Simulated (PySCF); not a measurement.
Name the molecule from its bond curve

A diatomic of charge +1 contains Na. Its doublet curve at r²SCAN in a triple-zeta basis (no relativity, PySCF), in eV from the separated fragments:

R (Å), E (eV) and a bar:
```
    2.461     -0.415 ##############################
    2.575     -0.504 ##############
    2.689     -0.553 ####
    2.775     -0.571 #
    2.861     -0.577 
    2.947     -0.574 #
    3.061     -0.559 ###
    3.204     -0.530 #########
    3.376     -0.486 #################
    3.605     -0.421 #############################
```

The fit gives ωe = 208 cm⁻¹ and the rotational constant Bₑ = 0.2748 cm⁻¹.

**Question.** Which atom is the partner?

**Answer.** The minimum lies at 2.871 Å, so the reduced mass is 16.8576 u Å² cm⁻¹/(Bₑ·Re²) = 7.442 u. With Na at 22.99 u the partner weighs about 11.0 u: B. The molecule is NaB⁺.

The state is the lowest determinant that a PBE0 search found; another state may lie lower at other levels.
